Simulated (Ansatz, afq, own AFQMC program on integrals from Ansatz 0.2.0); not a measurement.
Where AFQMC and coupled cluster stand for CN, doublet

```xyz
2

N     0.0000    0.0000    0.0000
C     0.0000    0.0000    1.8360
```

Basis 6-31G. Only valence electrons are correlated. Ansatz 0.2.0 and our own AFQMC program on the same integrals; the CISD trial comes from CCSD amplitudes, and released means the phaseless constraint is let go. ± is one standard error of the sampling.

Determinant: UHF, the one that the program's search chose, which needn't be the lowest solution. The geometry is a point of a scan.

Full CI on the same integrals is exact in this basis and with this determinant's frozen core.

Cautions: an unrestricted solution with more broken spin lies lower (117 meV, ⟨S²⟩ 2.65); strong correlation (T1 0.097, weight of the determinant 0.68, largest double 0.25); unrestricted determinant spin contaminated (⟨S²⟩ 2.07 against 0.75); CCSD(T) is in doubt: in a space of 9 electrons in 8 natural orbitals full CI lies 89 meV below it.

The T1 diagnostic is 0.0965 and the weight of the determinant in the CISD state is 0.684. The ⟨S²⟩ of the determinant is 2.074 and the size of the correlated space is 9 electrons in 16 orbitals.

Reference: full CI, correlation energy -4.049 eV. The released energy is read at 2.40 1/Eh (meV from the phaseless value at times in 1/Eh: -28 ± 8 at 0.24, -46 ± 9 at 0.51, -69 ± 7 at 0.99, -56 ± 8 at 1.62, -73 ± 12 at 2.40). The cautions show a poor starting determinant, so the rows tell how each method copes with it here, and full CI is the sure value.

```
         level  E − E(reference) (kJ/mol)  share of correlation (%)
            HF                      390.7                      0.00
           MP2                      178.1                     54.41
          CCSD                       35.2                     90.99
       CCSD(T)                       18.1                     95.36
         CCSDT                        7.1                     98.19
      CCSDT(Q)                        2.0                     99.49
        CCSDTQ                        0.9                     99.76
 ph-AFQMC/CISD                  6.4 ± 0.8                     98.35
released AFQMC                 -0.6 ± 1.1                    100.15
```

CCSDT and higher add their correlation energy to the determinant of the CCSD(T) run, since their own runs factorise the integrals more tightly (a shift of under 2 meV). Released energies are given only where the last usable release times agree within the noise; a slower fall can still hide under it.
